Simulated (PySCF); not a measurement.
## Frontier orbitals and the lowest excitations

Compound: C5H9Cl.
Structure used (GFN2-xTB), in Å, numbered top down from 1:
```xyz
15
C5H9Cl angstrom
C      1.9287   -0.7317    0.1658
C      1.3493    0.5150   -0.4176
C      0.1262    0.9795   -0.2099
Cl    -0.3590    2.4403   -1.0305
C     -0.9601    0.3822    0.6292
C     -1.9100   -0.4592   -0.2246
H      1.1895   -1.3192    0.7001
H      2.3496   -1.3416   -0.6322
H      2.7390   -0.4793    0.8497
H      2.0162    1.0691   -1.0643
H     -0.5199   -0.2358    1.4123
H     -1.5220    1.1857    1.1087
H     -2.6996   -0.8801    0.3926
H     -2.3635    0.1549   -0.9983
H     -1.3688   -1.2720   -0.7028
```

Method: TDDFT CAM-B3LYP/def2-SVPD, vertical, gas phase, core orbitals frozen in the response (PySCF 2.14.0, density-fitted response routines).

Frontier orbitals with the atoms that hold most of them (Löwdin shares over 4%, at most four atoms; ? is withheld):

```
orbital  ε (eV)                            atoms
 LUMO+2    1.69           Cl4 57%, C3 14%, C6 6%
 LUMO+1    1.44   C1 20%, C2 19%, C3 15%, H9 10%
   LUMO    1.14   C2 17%, C3 14%, C1 10%, C6 10%
   HOMO       ?                                ?
 HOMO-1  -10.05                                ?
 HOMO-2  -10.99   Cl4 48%, C3 12%, C6 12%, C5 9%
 HOMO-3  -11.22  Cl4 17%, C5 14%, C2 13%, C1 11%
```

Give the leading atoms of the HOMO.

C2 (bonded to 2 C and H) 28%; C3 (bonded to 2 C and Cl) 27%; Cl4 (bonded to C) 25%; C1 (bonded to C and 3 H) 6%. By element: carbon 61% or more, chlorine 25%.

Which atoms hold the HOMO-1, and with what shares?

Cl4 (bonded to C) 77%; C3 (bonded to 2 C and Cl) 8%; C5 (bonded to 2 C and 2 H) 7%. By element: chlorine 77%, carbon 15% or more.

What is the HOMO energy, and the HOMO–LUMO gap?

ε(HOMO) = -8.20 eV; the gap is 9.35 eV (0.3435 hartree).

The HOMO–LUMO gap is 9.35 eV. Where does the response calculation put the lowest singlet, and from which orbitals?

S1 is at 6.35 eV (f = 0.0091), 2.99 eV below the gap, made of HOMO→LUMO+2 (45%), HOMO→LUMO+4 (15%), HOMO→LUMO (15%). Its leading pair isn't HOMO and LUMO; the energies of that pair differ by 9.90 eV. Without the coupling terms of the response equations the lowest excitation would equal the gap.

Next come S2 at 6.64 eV (f 0.272), HOMO→LUMO (74%), HOMO→LUMO+1 (14%); S3 at 6.83 eV (f 0.074), HOMO→LUMO+1 (62%), HOMO→LUMO+2 (24%); S4 at 7.54 eV (f 0.0060), HOMO→LUMO+4 (75%); S5 at 7.67 eV (f 0.0008), HOMO-1→LUMO (56%), HOMO-1→LUMO+1 (31%).

One conformer stands for the species.
